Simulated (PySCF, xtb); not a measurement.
methylamine cation (CH5N), SMILES NC (connectivity only; charge and spin as stated), charge +1, multiplicity 2.

Geometry: B3LYP-D3(BJ)/def2-TZVP. The spin state was assumed, not searched.

Calculation: C-PCM-PBE0/def2-SVP in PySCF.

The values are the electrostatic part of the solvation free energy, E(continuum) − E(gas) at the gas-phase geometry, in a cavity of scaled van der Waals radii (PySCF's table); cavitation and dispersion terms are not included.

Computed values in water (ε = 78.36), methanol (ε = 32.61), chlorobenzene (ε = 5.70):
| solvent | ε | ΔG(elec) (kcal/mol) |
|---|---|---|
| water | 78.36 | -72.2 |
| methanol | 32.61 | -70.8 |
| chlorobenzene | 5.70 | -60.2 |

For comparison, GFN2-xTB/ALPB(water) (xtb, at the GFN2-xTB geometry, all terms of that model) gives -72.9 kcal/mol.
